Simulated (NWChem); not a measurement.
# C2H5Al (SMILES C=[CH][AlH2]) at 6 levels

We compute a comparison of 6 runs (HF/3-21G, B3LYP/def2-SVPD, M06-2X/def2-SVPD, PBE0/def2-SVPD, SVWN5/def2-SVPD, MP2/def2-SVPD) of C2H5Al. 

Program for the calculation: NWChem 7.3.0.

## 1. The structure to begin with

C2H5Al has 8 atoms, charge 0, and is taken as a singlet. As SMILES, `C=[CH][AlH2]`. Geometry: relaxed at PBE0-D4/def2-TZVP.

Bond lengths: C1–C2 1.337 Å, C2–Al3 1.938 Å, C1–H4 1.089 Å, C1–H5 1.089 Å, C2–H6 1.090 Å, Al3–H7 1.588 Å, Al3–H8 1.588 Å. Angles: C1–C2–Al3 119.6°, C1–C2–H6 116.7°, Al3–C2–H6 123.7°, C2–C1–H4 121.7°, C2–C1–H5 123.0°, C2–Al3–H7 122.1°, C2–Al3–H8 116.8°, H4–C1–H5 115.3°, H7–Al3–H8 121.2°.

## 2. Energy and gradient at HF/3-21G (run 1)

Input file c2h5al.nw:

```
start c2h5al
title "C2H5Al hf"
memory total 2200 mb
charge 0

geometry noautosym nocenter noautoz
   C    -1.029900    0.829200   -0.357000
   C     0.199000    0.651000    0.138100
   Al    0.930800   -1.139300    0.262000
   H    -1.636900   -0.008600   -0.695500
   H    -1.495000    1.809300   -0.451900
   H     0.735600    1.546100    0.452700
   H     2.384000   -1.417900    0.837700
   H     0.004400   -2.327000   -0.241900
end

basis spherical bse
   * library 3-21G
end

scf
   thresh 1e-08
   maxiter 80
   print low
end

task scf gradient
```

Launch:

```sh
$ nwchem c2h5al.nw > c2h5al.out
```

What it wrote:

```text
[...]
  functions       =    41
[...]
  wavefunction    = RHF
[...]
         Total SCF energy =   -318.756551651734
      One-electron energy =   -606.730905691544
      Two-electron energy =    203.894628399845
 Nuclear repulsion energy =     84.079725639966
        Time for solution =      0.9s
[...]
                         RHF ENERGY GRADIENTS
    atom               coordinates                        gradient
                 x          y          z           x          y          z
   1 C      -1.946229   1.566961  -0.674632    0.001041  -0.000241   0.000417
   2 C       0.376055   1.230212   0.260971    0.008979  -0.015889   0.002162
   3 Al      1.758957  -2.152965   0.495108   -0.004023   0.004715  -0.001225
   4 H      -3.093292  -0.016252  -1.314304   -0.003741  -0.007460  -0.002337
   5 H      -2.825140   3.419081  -0.853967   -0.003493   0.007933  -0.000651
   6 H       1.390082   2.921705   0.855479    0.002727   0.006806   0.001819
   7 H       4.505107  -2.679442   1.583023   -0.003462   0.001131  -0.001321
   8 H       0.008315  -4.397392  -0.457125    0.001972   0.003004   0.001137
 Task  times  cpu:        1.1s     wall:        1.1s
 Total times  cpu:        1.1s     wall:        1.1s
```

It took 1.6 s on 1 thread of Intel Xeon Platinum 8488C (Sapphire Rapids), shared host; peak memory 0.099 GiB.

## 3. Energy and forces at B3LYP/def2-SVPD (run 2)

Input file nw.nw:

```
start nw
memory total 2200 mb

geometry units angstroms noautosym nocenter noautoz
  C    -1.029900    0.829200   -0.357000
  C     0.199000    0.651000    0.138100
  Al    0.930800   -1.139300    0.262000
  H    -1.636900   -0.008600   -0.695500
  H    -1.495000    1.809300   -0.451900
  H     0.735600    1.546100    0.452700
  H     2.384000   -1.417900    0.837700
  H     0.004400   -2.327000   -0.241900
end

basis "ao basis" spherical bse
  * library def2-SVPD
end

dft
  xc b3lyp
  mult 1
  grid fine
  convergence energy 1e-08
  maxiter 100
  mulliken
end

task dft gradient
```

Launch:

```sh
$ nwchem nw.nw > nw.out
```

What it wrote:

```text
[...]
          Wavefunction type:  closed shell.
          No. of atoms     :     8
          No. of electrons :    30
[...]
          Charge           :     0
          Spin multiplicity:     1
[...]
          AO basis - number of functions:   104
[...]
              XC Information
              --------------
                         B3LYP Method XC Potential
                     Hartree-Fock (Exact) Exchange  0.200
                        Slater Exchange Functional  0.800 local
                    Becke 1988 Exchange Functional  0.720 non-local
              Lee-Yang-Parr Correlation Functional  0.810
                  VWN I RPA Correlation Functional  0.190 local
[...]
 d= 0,ls=0.0,diis     1   -321.4728212192 -4.06D+02  1.24D-02  2.17D-01     2.2
[...]
 d= 0,ls=0.0,diis     8   -321.5004044385 -4.92D-10  2.48D-06  4.40D-08    14.9
         Total DFT energy =     -321.500404438516
      One electron energy =     -608.928223856356
           Coulomb energy =      234.668624204696
    Exchange-Corr. energy =      -31.320530426822
 Nuclear repulsion energy =       84.079725639966
[...]
      Total Density - Mulliken Population Analysis
     ---------------------------------------------
    Atom       Charge   Shell Charges
 -----------   ------   -------------------------------------------------------
    1 C    6     5.48   1.98  0.95  0.19 -0.06  2.06  0.35  0.03 -0.03
    2 C    6     6.02   1.98  0.94  0.24 -0.07  2.06  0.79  0.02  0.05
    3 Al  13    12.82   2.00  1.98  1.16  0.15  0.04  5.92  0.86  0.53  0.13  0.06
    4 H    1     1.21   0.77  0.43  0.02 -0.01
    5 H    1     1.23   0.77  0.47  0.02 -0.03
    6 H    1     1.07   0.77  0.29  0.02 -0.01
    7 H    1     1.08   0.73  0.37  0.01 -0.03
    8 H    1     1.09   0.73  0.38  0.01 -0.02
[...]
  wavefunction    = closed shell
[...]
```

Wall time 20 s (1 thread of Intel Xeon Platinum 8488C (Sapphire Rapids), shared host); peak memory 0.12 GiB.

## 4. Energy and forces at M06-2X/def2-SVPD (run 3)

Input file run.py:

```python
from ase import Atoms
from ase.calculators.nwchem import NWChem

atoms = Atoms('CCAlHHHHH', positions=[
    [-1.029900, 0.829200, -0.357000],
    [0.199000, 0.651000, 0.138100],
    [0.930800, -1.139300, 0.262000],
    [-1.636900, -0.008600, -0.695500],
    [-1.495000, 1.809300, -0.451900],
    [0.735600, 1.546100, 0.452700],
    [2.384000, -1.417900, 0.837700],
    [0.004400, -2.327000, -0.241900],
])

calc = NWChem(
    label='sp',
    theory='dft',
    memory='2200 mb',
    basis='def2-SVPD',
    basispar='spherical bse',
    dft={'xc': 'm06-2x', 'mult': '1', 'grid': 'fine', 'convergence': 'energy 1e-08', 'iterations': '100', 'mulliken': None},
)
atoms.calc = calc

forces = atoms.get_forces()
print(f"energy = {atoms.get_potential_energy():.6f} eV")
print("forces (eV/A):")
for s, f in zip(atoms.symbols, forces):
    print(f"{s:2s} {f[0]:10.5f} {f[1]:10.5f} {f[2]:10.5f}")
print("dipole (e A):", atoms.get_dipole_moment().round(4))
```

Launch:

```sh
$ export ASE_NWCHEM_COMMAND="nwchem PREFIX.nwi > PREFIX.nwo"
$ python run.py
```

What it wrote:

```text
energy = -8745.965759 eV
forces (eV/A):
C    -0.18198    0.03327   -0.07292
C     0.25757   -0.14414    0.09225
Al    0.07014   -0.18317    0.01172
H    -0.11246   -0.17684   -0.06412
H    -0.06387    0.18527   -0.00807
H     0.07924    0.19216    0.05281
H    -0.11714    0.01280   -0.04746
H     0.06849    0.08068    0.03584
dipole (e A): [-0.0789  0.1504 -0.0179]
```

The calculator wrote sp.nwi:

```
title "sp"

permanent_dir sp

scratch_dir sp

start sp

geometry units angstrom nocenter noautosym noautoz
  C  -1.0299000000000000e+00 8.2920000000000005e-01 -3.5699999999999998e-01
  C  1.9900000000000001e-01 6.5100000000000002e-01 1.3810000000000000e-01
  Al 9.3079999999999996e-01 -1.1393000000000000e+00 2.6200000000000001e-01
  H  -1.6369000000000000e+00 -8.6000000000000000e-03 -6.9550000000000001e-01
  H  -1.4950000000000001e+00 1.8092999999999999e+00 -4.5190000000000002e-01
  H  7.3560000000000003e-01 1.5461000000000000e+00 4.5269999999999999e-01
  H  2.3839999999999999e+00 -1.4178999999999999e+00 8.3770000000000000e-01
  H  4.4000000000000003e-03 -2.3270000000000000e+00 -2.4190000000000000e-01
end

memory 2200 mb

basis spherical bse noprint
   * library def2-SVPD
end

dft
  xc m06-2x
  mult 1
  grid fine
  convergence energy 1e-08
  iterations 100
  mulliken
end

task dft gradient
```

sp.nwo:

```text
Northwest Computational Chemistry Package (NWChem) 7.3.0
             --------------------------------------------------------

           Job information
           ---------------

    nwchem branch   = 7.3.0
    use scalapack   = T
    input           = sp.nwi
    prefix          = sp.
    data base       = sp/sp.db
    status          = startup
    nproc           =        1

           Memory information
           ------------------

[... 5 lines left out ...]
    hardfail = no
[... 103 lines left out ...]
  convergence criterion.
[... 40 lines left out ...]
          Spatial weights used:  Erf1
[... 32 lines left out ...]
 1-e energy   =    -606.181769
[... 41 lines left out ...]
           Coulomb energy =      234.688212500899
[... 809 lines left out ...]
          Convergence on density requested:  1.00D-05
[... 26 lines left out ...]
          total energy or number of iterations.
[... 36 lines left out ...]
                 ----------------------------------------
                 |  Time  |  1-e(secs)   |  2-e(secs)   |
                 ----------------------------------------
                 |  CPU   |       0.01   |       3.10   |
                 ----------------------------------------
                 |  WALL  |       0.01   |       3.10   |
                 ----------------------------------------

 Task  times  cpu:       24.8s     wall:       24.8s
 Total times  cpu:       24.8s     wall:       24.8s
```

Wall time 26 s (1 thread of Intel Xeon Platinum 8488C (Sapphire Rapids), shared host); peak memory 0.13 GiB.

Runs 4 to 5 aren't shown in full; the table further down has their settings and results.

## 5. Energy and forces at MP2/def2-SVPD (run 6)

Input file c2h5al.nw:

```
start c2h5al
title "C2H5Al"
memory 2200 mb

geometry units au noautosym nocenter noautoz
  C     -1.94622894     1.56696090    -0.67463223
  C      0.37605550     1.23021171     0.26097118
  Al     1.75895708    -2.15296497     0.49510824
  H     -3.09329269    -0.01625164    -1.31430452
  H     -2.82514056     3.41908148    -0.85396724
  H      1.39008254     2.92170556     0.85547902
  H      4.50510708    -2.67944267     1.58302357
  H      0.00831479    -4.39739269    -0.45712475
end

basis spherical bse
  * library def2-SVPD
end

scf
  thresh 1e-08
  maxiter 80
end

mp2
  freeze core 7
  tight
end

task mp2 gradient
```

Launch:

```sh
$ nwchem c2h5al.nw > c2h5al.out
```

What it wrote:

```text
[...]
  functions       =   104
[...]
  wavefunction    = RHF
[...]
         Total SCF energy =   -320.395942607910
      One-electron energy =   -608.704032326723
      Two-electron energy =    204.228370157980
 Nuclear repulsion energy =     84.079719560832
        Time for solution =     14.1s
[...]
          Total MP2 energy          -320.744482759725
[...]
                         mp2 ENERGY GRADIENTS
    atom               coordinates                        gradient
                 x          y          z           x          y          z
   1 C      -1.946229   1.566961  -0.674632    0.017013  -0.003187   0.006786
   2 C       0.376056   1.230212   0.260971   -0.017077   0.002496  -0.006864
   3 Al      1.758957  -2.152965   0.495108   -0.003037   0.006812  -0.000598
   4 H      -3.093293  -0.016252  -1.314305    0.002640   0.003624   0.001455
   5 H      -2.825141   3.419081  -0.853967    0.001899  -0.004230   0.000368
   6 H       1.390083   2.921706   0.855479   -0.001920  -0.004543  -0.001267
   7 H       4.505107  -2.679443   1.583024    0.001294  -0.000090   0.000531
   8 H       0.008315  -4.397393  -0.457125   -0.000812  -0.000883  -0.000412
[...]
```

It took 38 s on 1 thread of Intel Xeon Platinum 8488C (Sapphire Rapids), shared host; peak memory 0.29 GiB.

## 6. Overview of the runs

```tsv
run	level	iteration cap	module	energy (Eh)	largest force (eV/Å)	wall time
1	HF/3-21G	80	scf	-318.756552	0.945	1.6 s
2	B3LYP/def2-SVPD	100	dft	-321.500404	0.446	20 s
3	M06-2X/def2-SVPD	100	dft	-321.408316	0.309	26 s
4	PBE0/def2-SVPD	100	dft	-321.252987	0.342	20 s
5	SVWN5/def2-SVPD	100	dft	-319.650943	0.639	18 s
6	MP2/def2-SVPD	80	mp2	-320.744483	0.956	38 s
```

## 7. Results

```
                                                      quantity          value
                                           run 6: total energy  -320.74448 Eh
run 6: dipole moment (of the density that the program reports)         0.84 D
                    run 6: HOMO energy (Hartree–Fock orbitals)      -10.42 eV
                    run 6: LUMO energy (Hartree–Fock orbitals)        1.30 eV
                  run 6: HOMO–LUMO gap (Hartree–Fock orbitals)       11.71 eV
            run 6: correlation energy (7 core orbitals frozen)     -348.5 mEh
                               run 6: largest force on an atom     0.956 eV/Å
```

**Reading.** Over runs 2, 3, 4, 5, 6 the dipole moment (its size) runs from 0.82 D (M06-2X/def2-SVPD) to 0.92 D (SVWN5/def2-SVPD). Over runs 2, 3, 4, 5 the HOMO–LUMO gap runs from 4.12 eV (SVWN5/def2-SVPD) to 8.25 eV (M06-2X/def2-SVPD). Totals of different functionals can't be ranked against each other. All runs together took 2.1 min, the longest 38 s.
